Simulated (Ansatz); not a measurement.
in.yaml

```yaml
crystal:
  periodic: [false, false, false]
  atoms:
    - {symbol: Al, position_ang: [0.000000, -0.731650, 2.134388]}
    - {symbol: Ga, position_ang: [0.000000, 0.600560, 0.041906]}
    - {symbol: Cl, position_ang: [0.000000, -0.685503, -1.702572]}
    - {symbol: H, position_ang: [0.000000, 2.154230, -0.148441]}
basis:
  gaussian: {orbitals: cc-pVDZ}
correlation: {method: fic_mrcisd_q, electrons: outside_noble_gas, active_space: {window: {electrons: 8, orbitals: 8}}}
```

```sh
$ ansatz run in.yaml --threads 1 --pin off --events-out ev --progress --plain --max-ram 2393MiB
```

Log:

```
742 factors; integrals over basis functions are off by at most 8.6e-4 eV
mean field evaluation 1: about -71435.0681 eV, gradient 1.5e1 eV
mean field evaluation 2: about -71435.0741 eV, gradient 1.5e1 eV
mean field evaluation 4: about -71436.2923 eV, gradient 1.8e0 eV
mean field evaluation 8: about -71436.3284 eV, gradient 1.0e-3 eV
mean field evaluation 16: about -71433.1675 eV, gradient 2.4e-1 eV
mean field evaluation 32: about -71433.1681 eV, gradient 1.7e-3 eV
mean field -71436.32843195 eV, -2625.2366485915 hartree, gradient 2.3e-6 eV, S^2 0.000000; 4 other end points of the search recorded, 0 dependent functions left out; unrestricted orbitals would lower it
reference -71436.32843195 eV, -2625.2366485915 hartree; 31, 31 occupied and 37, 37 virtual orbitals, 742 factors
state -71437.87351287 eV, -2625.2934292683 hartree
contracted CI cycle   1: correlation 0.00000000 eV, 0.0000000000 hartree, residual 1.91e1 eV
contracted CI cycle   2: correlation -5.30006491 eV, -0.1947737930 hartree, residual 2.87e0 eV
contracted CI cycle   3: correlation -5.46991322 eV, -0.2010156031 hartree, residual 7.39e-1 eV
contracted CI cycle   4: correlation -5.48087904 eV, -0.2014185896 hartree, residual 2.35e-1 eV
...
contracted CI cycle  10: correlation -5.53032638 eV, -0.2032357457 hartree, residual 1.24e-3 eV
state -71437.78962691 eV, -2625.2903465159 hartree; corrected -71443.88789698 eV, -2625.5144538076 hartree
state -71437.87351287 eV, -2625.2934292683 hartree; corrected -71443.89297100 eV, -2625.5146402742 hartree
state -71437.74882862 eV, -2625.2888472064 hartree
contracted CI cycle   1: correlation 0.00000000 eV, 0.0000000000 hartree, residual 1.92e1 eV
contracted CI cycle   2: correlation -5.38362088 eV, -0.1978444182 hartree, residual 3.24e0 eV
contracted CI cycle   3: correlation -5.57473853 eV, -0.2048678622 hartree, residual 8.65e-1 eV
contracted CI cycle   4: correlation -5.58927545 eV, -0.2054020843 hartree, residual 2.41e-1 eV
contracted CI cycle   5: correlation -5.59054282 eV, -0.2054486592 hartree, residual 8.37e-2 eV
contracted CI cycle   6: correlation -5.59069059 eV, -0.2054540897 hartree, residual 2.73e-2 eV
contracted CI cycle   7: correlation -5.59070540 eV, -0.2054546338 hartree, residual 9.19e-3 eV
contracted CI cycle   8: correlation -5.59070707 eV, -0.2054546954 hartree, residual 3.18e-3 eV
contracted CI cycle   9: correlation -5.59070727 eV, -0.2054547027 hartree, residual 1.09e-3 eV
state -71437.74882862 eV, -2625.2888472064 hartree; corrected -71443.90231625 eV, -2625.5149837058 hartree
state -71437.74882862 eV, -2625.2888472064 hartree; corrected -71443.90231625 eV, -2625.5149837058 hartree
the orbitals are reached from a further start. From the first start the search ends at -71437.87331713 eV, -2625.2934220748 hartree
WARN: the results are in doubt because another end's mean lies 0.125 eV lower, and its corrected mean 0.009 eV higher
Total energy: -71443.90231625 eV, -2625.5149837058 hartree
In doubt: another end's mean lies 0.125 eV lower, and its corrected mean 0.009 eV higher
```

Natural occupations: 1.9974 1.9880 1.9629 1.8624 0.0743 0.0686 0.0328 0.0136.

Ran on 1 thread of Arm Neoverse V2, shared host: 45 s wall, 0.3 GiB peak host memory.
